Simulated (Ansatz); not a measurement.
Two isomers of C4H7N: A = `NC1C=CC1`, B = `CCC1=NC1`.

Isolated molecules relaxed with PBE0-D4/def2-TZVP in Ansatz; ΔE leaves out vibrations. CCSD(T)/CBS adds triple-zeta CCSD(T) − MP2 to the extrapolated MP2 energy (def2 sets, frozen cores). Functionals use def2-TZVPP. B3LYP here is the variant with VWN-RPA as its local correlation; programs differ in this. Each species was taken in one conformer, which may not be the lowest.

Problem. Which isomer does CCSD(T)/CBS put lower? Give the gap. (Best estimate.)

Solution. Computed: A, by 5.2 kcal/mol.

Problem. Give E(B) − E(A) in kcal/mol with PBE0-D4, B3LYP, CCSD(T)/def2-SVP, MP2/def2-TZVPP, B3LYP-D4, CCSD/def2-TZVPP, LDA (SPW92). (Estimate.)

Solution. The calculation gave: PBE0-D4 4.9, B3LYP 2.2, CCSD(T)/def2-SVP 0.5, MP2/def2-TZVPP 3.2, B3LYP-D4 3.1, CCSD/def2-TZVPP 4.0, LDA (SPW92) 8.5. None reverses the order clearly.

Problem. Does the order hold for the free energy at 298.15 K (harmonic terms from PBE0-D4)? (Estimate.)

Solution. Ansatz gave: Yes: G(B) − G(A) = +3.3 kcal/mol, for one conformer each.

Largest T1 diagnostic: 0.011.

The D4 term adds +0.9 kcal/mol with B3LYP and +0.4 kcal/mol with PBE0; it sums over pairs of atoms, weighted by their polarisabilities, and B3LYP, whose exchange is more repulsive, gets the larger term. From r2SCAN to r2SCAN0 (25 % exact exchange), in def2-TZVPP and without D4, E(B) − E(A) moves by +1.6 kcal/mol.
